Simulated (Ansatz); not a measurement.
# C4H6O2: a ladder of functionals and wavefunction methods

Aim: compute C4H6O2 with functionals from several rungs and with coupled cluster, and see how far each lands from CCSD(T) at the basis-set limit for the atomisation energy.

Computed with Ansatz 0.2.0, Gaussian basis. Level: functionals in def2-TZVPP, the program's frozen cores in correlated methods.

Plan: PBE-D4, r2SCAN-D4, PBE0-D4, B3LYP-D4, ωB97X-V, ωB97M-V, B2PLYP; CCSD(T)/def2-TZVPP; MP2/def2-QZVPP; extrapolation to the limit.

**1. The relaxed structure**

All runs share one geometry, relaxed beforehand with PBE0-D4 in a triple-zeta def2 set.

SMILES `C=CCOC=O`, 12 atoms, charge 0, spin multiplicity 1.

Atoms are counted from 1 here; the program's logs count them from 0.

Bond lengths: C1–C2 1.324 Å, C1–H7 1.086 Å, C1–H8 1.084 Å, C2–C3 1.489 Å, C2–H9 1.086 Å, C3–O4 1.442 Å, C3–H10 1.093 Å, C3–H11 1.090 Å, O4–C5 1.329 Å, C5–O6 1.197 Å, C5–H12 1.100 Å. Angles: C2–C1–H7 121.4°, C2–C1–H8 121.6°, H7–C1–H8 116.9°, C1–C2–C3 123.2°, C1–C2–H9 120.7°, C3–C2–H9 116.1°, C2–C3–O4 111.7°, C2–C3–H10 110.8°, C2–C3–H11 111.1°, O4–C3–H10 108.3°, O4–C3–H11 104.9°, H10–C3–H11 109.7°, C3–O4–C5 116.2°, O4–C5–O6 126.2°, O4–C5–H12 109.1°, O6–C5–H12 124.7°.

Geometry (Å):

```csv
atom,x (Å),y (Å),z (Å)
C1,-0.2279,-1.9956,0.7699
C2,-0.1630,-0.6765,0.6735
C3,0.6828,0.0271,-0.3296
O4,-0.1120,0.8184,-1.2356
C5,-0.4747,2.0209,-0.7997
O6,-0.2114,2.4949,0.2671
H7,0.3288,-2.6408,0.0970
H8,-0.8317,-2.4807,1.5277
H9,-0.7241,-0.0424,1.3537
H10,1.4017,0.6870,0.1624
H11,1.2108,-0.6827,-0.9657
H12,-1.0613,2.5253,-1.5815
```

**2. PBE-D4 (GGA)**

in.yaml reads:

```yaml
crystal:
  periodic: [false, false, false]
  atoms:
    - {symbol: C, position_ang: [-0.227911, -1.995572, 0.769922]}
    - {symbol: C, position_ang: [-0.163002, -0.676484, 0.673495]}
    - {symbol: C, position_ang: [0.682847, 0.027121, -0.329593]}
    - {symbol: O, position_ang: [-0.112003, 0.818389, -1.235626]}
    - {symbol: C, position_ang: [-0.474731, 2.020860, -0.799749]}
    - {symbol: O, position_ang: [-0.211446, 2.494907, 0.267093]}
    - {symbol: H, position_ang: [0.328819, -2.640752, 0.097023]}
    - {symbol: H, position_ang: [-0.831668, -2.480743, 1.527732]}
    - {symbol: H, position_ang: [-0.724083, -0.042419, 1.353749]}
    - {symbol: H, position_ang: [1.401693, 0.686962, 0.162428]}
    - {symbol: H, position_ang: [1.210821, -0.682692, -0.965658]}
    - {symbol: H, position_ang: [-1.061336, 2.525324, -1.581518]}
basis:
  gaussian: {orbitals: def2-TZVPP}
hamiltonian: {xc: pbe, dispersion: d4}
output: {forces: true, orbitals: {seedname: orbitals}}
```

Launch:

```
$ ansatz run in.yaml --threads 4 --pin off --events-out ev --progress --plain --max-ram 10444MiB
```

Further steps of the session: r2SCAN-D4 (meta-GGA); PBE0-D4 (hybrid); B3LYP-D4 (hybrid); ωB97X-V (range-separated); ωB97M-V (range-separated); B2PLYP (double hybrid); CCSD(T) in def2-TZVPP; MP2 in def2-QZVPP.

Before running them: what should the planned runs give, taken together? Wanted: atomisation energy, CCSD(T)/CBS; farthest; mean size of error, hybrid; mean size of error, range-separated; gap, smallest and largest; T1 diagnostic; triples share of the correlation energy.

As calculated:

| quantity | value |
| --- | --- |
| atomisation energy, CCSD(T)/CBS | 5136.9 kJ/mol |
| functionals within 25.7 kJ/mol (0.5 %) | B3LYP-D4, ωB97X-V, ωB97M-V |
| farthest | PBE-D4 (+186.5 kJ/mol) |
| mean size of error, hybrid | 26.3 kJ/mol |
| mean size of error, range-separated | 15.7 kJ/mol |
| gap, smallest and largest | 5.29 eV (PBE-D4), 12.38 eV (ωB97X-V) |
| T1 diagnostic | 0.0146 |
| triples share of the correlation energy | 4.2 % |

What this shows: PBE-D4 misses by +186.5 kJ/mol. Double hybrids carry the basis error of their MP2 part in triple zeta, and no dispersion term here, so their miss is partly the set-up's. The reference freezes the cores and leaves out relativity and excitations past (T), so misses under about 25.7 kJ/mol can't be ranked. Hartree-Fock recovers 71 % of the binding; the rest is correlation. Orbital gaps span 5.3 to 12.4 eV; exact exchange widens them.
